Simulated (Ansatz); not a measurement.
Ansatz (an electronic-structure program) input for ethylamine (C₂H₇N), SMILES NCC, PBE/def2-SVPD. The structure is a stationary point at B3LYP-D3(BJ)/def2-TZVP. The values are those of a single conformer.

Ansatz 0.2 input:
```yaml
crystal:
  periodic: [false, false, false]
  atoms:
    - {symbol: C, position_ang: [1.18193811, 0.45460342, 0.01679613]}
    - {symbol: C, position_ang: [0.05012703, -0.55411307, -0.10322903]}
    - {symbol: N, position_ang: [-1.24714802, 0.11863381, -0.00157959]}
    - {symbol: H, position_ang: [2.15282438, -0.03239608, -0.09164732]}
    - {symbol: H, position_ang: [1.08871533, 1.22632909, -0.74856917]}
    - {symbol: H, position_ang: [1.16412528, 0.94543881, 0.99379753]}
    - {symbol: H, position_ang: [0.19110040, -1.34706117, 0.64661332]}
    - {symbol: H, position_ang: [0.09540269, -1.03740658, -1.08263368]}
    - {symbol: H, position_ang: [-2.00742321, -0.54437789, -0.09595249]}
    - {symbol: H, position_ang: [-1.34709956, 0.55609510, 0.90804630]}
basis:
  gaussian:
    orbitals: def2-SVPD
hamiltonian:
  xc: {name: PBE}
```

It prints:

```
Functional definition: PBE
integrals: 0.03 GiB planned
961 factors; their error is unknown
mean field: 0.32 GiB planned
mean field evaluation 1: about -3660.0376 eV, gradient 6.8e1 eV
mean field evaluation 2: about -3633.8266 eV, gradient 1.2e2 eV
mean field evaluation 4: about -3670.6604 eV, gradient 8.9e0 eV
mean field evaluation 8: about -3670.8315 eV, gradient 1.6e-1 eV
mean field evaluation 16: about -3670.7759 eV, gradient 3.8e-5 eV
mean field -3670.77585346 eV, -134.8985244736 hartree, gradient 3.8e-5 eV, S^2 0.000000; 0 other end points of the search recorded, 0 dependent functions left out
reference -3670.77589149 eV, -134.8985258711 hartree; 13, 13 occupied and 103, 103 virtual orbitals, 961 factors
Total energy: -3670.77589149 eV, -134.8985258711 hartree
```

The calculation finished and met its thresholds.
